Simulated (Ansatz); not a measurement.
```yaml
crystal:
  periodic: [false, false, false]
  atoms:
    - {symbol: Ga, position_ang: [-3.314434, -0.221230, -0.001661]}
    - {symbol: Al, position_ang: [-0.711217, -0.229577, -0.001149]}
    - {symbol: Si, position_ang: [1.646926, -0.436735, -0.001562]}
    - {symbol: H, position_ang: [2.378725, 0.887543, 0.004373]}
basis:
  gaussian: {orbitals: def2-TZVP}
magnetization: {spin_polarized: true, initial_magnetization: 3}
hamiltonian: {xc: pbe0}
relax: {f_tol: 0.004, max_steps: 80}
```

```sh
$ ansatz run in.yaml --threads 1 --pin off --events-out ev --progress --plain --max-ram 2176MiB
```

Steps of the relaxation (energy above the last step; positions in Å, forces in eV/Å):

```
4
step 1, 79.8 meV
Ga   -3.314   -0.221   -0.002   -0.141   -0.021    0.000
Al   -0.711   -0.230   -0.001   -0.269    0.200    0.001
Si    1.647   -0.437   -0.002    0.557   -0.293   -0.001
H     2.379    0.888    0.004   -0.147    0.115    0.000
```

```
4
step 2, 30.2 meV
Ga   -3.312   -0.224   -0.002    0.005   -0.015    0.000
Al   -0.688   -0.176   -0.001   -0.037    0.116    0.000
Si    1.701   -0.500   -0.002    0.166   -0.108    0.000
H     2.300    0.900    0.004   -0.134    0.007    0.000
```

```
4
step 3, 26.9 meV
Ga   -3.303   -0.222   -0.002   -0.023   -0.015    0.000
Al   -0.687   -0.173   -0.001    0.032    0.107    0.000
Si    1.705   -0.506   -0.002    0.112   -0.114    0.000
H     2.285    0.901    0.004   -0.121    0.022    0.000
```

```
4
step 5, 1.4 meV
Ga   -3.219   -0.203   -0.002    0.018    0.009    0.000
Al   -0.609   -0.105   -0.001    0.017   -0.024    0.000
Si    1.754   -0.592   -0.002   -0.044   -0.032    0.000
H     2.074    0.900    0.004    0.009    0.048    0.000
```

```
4
step 9, 0.0 meV
Ga   -3.191   -0.137   -0.001   -0.002    0.000    0.000
Al   -0.586   -0.195   -0.001   -0.002    0.001    0.000
Si    1.786   -0.593   -0.002    0.006    0.012    0.000
H     1.991    0.925    0.004   -0.003   -0.012    0.000
```

```
4
step 10, 0.0 meV
Ga   -3.191   -0.136   -0.001    0.000    0.000    0.000
Al   -0.586   -0.196   -0.001    0.000    0.000    0.000
Si    1.787   -0.593   -0.002    0.000    0.000    0.000
H     1.990    0.925    0.004    0.000    0.000    0.000
```

Close pairs at the end: Si3–H4 1.531 Å, Al2–Si3 2.406 Å, Ga1–Al2 2.606 Å.

A stationary point of unrestricted PBE0 after 10 steps, with ⟨S²⟩ = 3.764 against 3.75 for a pure state; no frequencies were run, so it isn't proven a minimum. 2.8 min on 1 thread of Arm Neoverse V1, shared host.
